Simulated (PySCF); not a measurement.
sulfur dioxide anion (O₂S), SMILES S(=O)=O (connectivity only; charge and spin as stated), charge -1, multiplicity 2.

Geometry: r2SCAN-D4/def2-TZVPD. The multiplicity is an assumed one; other spin states were not compared.

Two levels are set side by side: PBE/def2-TZVPD (PySCF) and B3LYP/def2-TZVPD (PySCF). Same geometry, gas phase. Differences are taken from unrounded values.

```
quantity                     B3LYP   PBE  PBE minus B3LYP
---------------------------  -----  ----  ---------------
α-spin orbital gap (eV)       3.17  1.79            -1.38
β-spin orbital gap (eV)       5.49  3.77            -1.73
mean polarisability (bohr³)   43.7  49.4              5.7
```

Loosely held outer electrons make PBE densities more polarisable. Differences between two approximate levels are no errors against the true value.

Rough cost on one machine, each run with all the roots and properties that it gave: B3LYP against PBE within a factor of 2.
